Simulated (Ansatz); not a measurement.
# BNH5 (doublet): wave-function methods side by side at distance N1–H4 along a hydrogen transfer = 1.095 Å, cc-pVDZ

How much of the correlation energy of BNH5 (doublet) does each wave-function method recover here?

Program: Ansatz 0.2.0, Gaussian basis. Level of theory: cc-pVDZ, correlated electrons: outside noble gas. These are calculated values, not measurements.

To be run: UHF; CCSD(T) on ROHF; CCSD(T) on UHF; BCCD(T) on ROHF; CISD; CCSDT(Q) on ROHF; CCSDT(Q) on UHF; CASSCF and MRCISD+Q, 3 electrons in 3 orbitals; CASSCF and NEVPT2, 3 electrons in 3 orbitals.

### 1 The system

The geometry derives from fragments relaxed apart (PBE0/def2-TZVP) and kept rigid, so it is no stationary point. A hydrogen atom is moved between rigid fragments.

7 atoms, charge 0, spin multiplicity 2.

Atoms are counted from 1 here; the program's logs count them from 0.

Bond lengths: N1–H2 1.012 Å, N1–H3 1.012 Å, N1–H4 1.095 Å, B5–H6 1.191 Å, B5–H7 1.191 Å. Angles: H2–N1–H3 107.1°, H2–N1–H4 107.1°, H3–N1–H4 107.1°, H6–B5–H7 129.4°.

In the tables R marks a restricted open-shell determinant and U an unrestricted one; 'pair' is the active space of 3 electrons in 3 orbitals; correlation energies count from the lowest restricted Hartree-Fock solution.

### 2 UHF

in.yaml reads:

```yaml
crystal:
  periodic: [false, false, false]
  atoms:
    - {symbol: N, position_ang: [-1.236545, -0.019092, -0.029716]}
    - {symbol: H, position_ang: [-1.533824, 0.948742, -0.029716]}
    - {symbol: H, position_ang: [-1.533824, -0.421390, 0.850543]}
    - {symbol: H, position_ang: [-0.141545, -0.019092, -0.029716]}
    - {symbol: B, position_ang: [1.522455, -0.019092, -0.029716]}
    - {symbol: H, position_ang: [2.031529, -0.019092, 1.047292]}
    - {symbol: H, position_ang: [2.031528, -0.019092, -1.106725]}
basis:
  gaussian: {orbitals: cc-pVDZ}
magnetization: {spin_polarized: true, initial_magnetization: 1}
hamiltonian: {xc: hf}
output: {orbitals: {seedname: orbitals}}
```

Launch:

```sh
$ ansatz run in.yaml --threads 1 --pin off --events-out ev --progress --plain --max-ram 4096MiB --backend cpu
```

After this run come: CCSD(T) on ROHF; CCSD(T) on UHF; BCCD(T) on ROHF; CISD; CCSDT(Q) on ROHF; CCSDT(Q) on UHF; CASSCF and MRCISD+Q, 3 electrons in 3 orbitals; CASSCF and NEVPT2, 3 electrons in 3 orbitals.

**Question.** What will the summary of the whole plan be? Wanted: correlation energy, UCCSDT(Q); RMP2 from UCCSDT(Q); UMP2 from UCCSDT(Q); RCCSD from UCCSDT(Q); RCCSD(T) from UCCSDT(Q); UCCSD(T) from UCCSDT(Q); RCCSDT(Q) from UCCSDT(Q); NEVPT2 pair from UCCSDT(Q); T1 diagnostic.

As calculated:

| quantity | value |
| --- | --- |
| correlation energy, UCCSDT(Q) | -8.4624 eV |
| RMP2 from UCCSDT(Q) | +113.7 kJ/mol |
| UMP2 from UCCSDT(Q) | +114.7 kJ/mol |
| RCCSD from UCCSDT(Q) | +20.0 kJ/mol |
| RCCSD(T) from UCCSDT(Q) | +3.3 kJ/mol |
| UCCSD(T) from UCCSDT(Q) | +3.3 kJ/mol |
| RCCSDT(Q) from UCCSDT(Q) | 0.0 kJ/mol |
| NEVPT2 pair from UCCSDT(Q) | +115.9 kJ/mol |
| levels of the table within 1 kcal/mol (43 meV) | RCCSD(T), UCCSD(T), BCCD(T), RCCSDT, UCCSDT, RCCSDT(Q) |
| T1 diagnostic | 0.019 |

RCCSD(T) misses by +3.3 kJ/mol, 0.4 % of the correlation energy. These misses are within one basis, not against nature; the frozen cores of restricted and unrestricted runs differ, which can shift their rows.
